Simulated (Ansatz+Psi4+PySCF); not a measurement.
# doublet C3H7: levels of theory in one basis

```yaml
atoms:
  - { symbol: C, position_ang: [0.0142, 0.5438, 0.0000] }
  - { symbol: C, position_ang: [0.0142, -0.1997, 1.2916] }
  - { symbol: C, position_ang: [0.0142, -0.1997, -1.2916] }
  - { symbol: H, position_ang: [-0.3229, 1.5753, 0.0000] }
  - { symbol: H, position_ang: [0.2214, 0.4592, 2.1385] }
  - { symbol: H, position_ang: [0.2214, 0.4592, -2.1385] }
  - { symbol: H, position_ang: [-0.9552, -0.6846, 1.4846] }
  - { symbol: H, position_ang: [0.7672, -0.9953, 1.2862] }
  - { symbol: H, position_ang: [0.7672, -0.9953, -1.2862] }
  - { symbol: H, position_ang: [-0.9552, -0.6846, -1.4846] }
```

Basis set: cc-pVTZ (spherical functions). Correlated methods keep 3 orbitals frozen. Correlation on ROHF uses semicanonical orbitals with singles. Charge 0, multiplicity 2.

Computed with Ansatz (development build ahead of 0.2.0) and Psi4 1.11; each method stands on the lowest determinant of its kind that the runs found.

| method | E − E(ROHF) (eV) | <S²> of the determinant |
| --- | --- | --- |
| ROHF | 0.00 | 0.75 |
| UHF | -0.13 | 0.76 |
| ROHF-MP2 | -13.88 | – |
| UHF-MP2 | -13.86 | 0.76 |
